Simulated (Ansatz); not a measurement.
# ClH6PSi: the cost of one run

Program: Ansatz 0.2.0. Level of theory: RKS PBE0-D4/def2-SVP. These are calculated values, not measurements.

## Step 1: Starting point

Bond lengths: Si1–Cl2 2.480 Å, Si1–H3 1.460 Å, Si1–H4 1.459 Å, Si1–H5 1.459 Å, Si1–P6 2.480 Å, P6–H7 1.420 Å, P6–H8 1.420 Å, Cl2–H9 1.489 Å, P6–H9 1.550 Å. Angles (14 of 18 angles, heavy atoms first): Cl2–Si1–P6 71.6°, Si1–Cl2–H9 71.8°, Cl2–Si1–H3 109.5°, Cl2–Si1–H4 109.5°, Cl2–Si1–H5 109.5°, H3–Si1–P6 178.9°, H4–Si1–P6 70.0°, H5–Si1–P6 70.0°, Si1–P6–H7 109.5°, Si1–P6–H8 109.5°, Si1–P6–H9 71.1°, Cl2–H9–P6 145.5°, H3–Si1–H4 109.5°, H3–Si1–H5 109.5°.

Coordinates:

```xyz
9

Si    0.0000    0.0000    0.0000
Cl    0.0000    0.0000    2.4800
H     1.3768    0.0000   -0.4862
H    -0.6877    1.1914   -0.4862
H    -0.6877   -1.1914   -0.4862
P    -2.3535    0.0000    0.7820
H    -3.1199   -0.8853   -0.0213
H    -2.4033   -0.4268    2.1354
H    -1.4142    0.0000    2.0145
```

## Step 2: A restrained relaxation towards end A

Springs on the bonds that form and break draw the guess towards this end; the thresholds are loose.

Input file input.yaml:

```yaml
crystal:
  periodic: [false, false, false]
  atoms:
    - { symbol: Si, position_ang: [0.0, 0.0, 0.0] }
    - { symbol: Cl, position_ang: [0.0, 0.0, 2.48] }
    - { symbol: H, position_ang: [1.3768, 0.0, -0.4862] }
    - { symbol: H, position_ang: [-0.6877, 1.1914, -0.4862] }
    - { symbol: H, position_ang: [-0.6877, -1.1914, -0.4862] }
    - { symbol: P, position_ang: [-2.3535, 0.0, 0.782] }
    - { symbol: H, position_ang: [-3.1199, -0.8853, -0.0213] }
    - { symbol: H, position_ang: [-2.4033, -0.4268, 2.1354] }
    - { symbol: H, position_ang: [-1.4142, 0.0, 2.0145] }
basis:
  gaussian: { orbitals: def2-SVP }
hamiltonian:
  xc: pbe0
  dispersion: d4
relax:
  f_tol: 0.15
  max_steps: 25
  restrain:
    - { distance: [0, 5], at: 3.38, k: 30.0 }
    - { distance: [8, 1], at: 2.57, k: 30.0 }
    - { distance: [0, 1], at: 2.13, k: 30.0 }
    - { distance: [8, 5], at: 1.42, k: 30.0 }
```

On the command line:

```bash
$ ansatz run input.yaml --threads 2 --pin off --max-ram 3072MiB --backend cpu --events-out ev --progress --plain --runs-dir out
```

Q: Estimate wall time and peak memory on 2 threads of Arm Neoverse V1, shared host.

About 22 s, with a peak of 0.17 GiB.
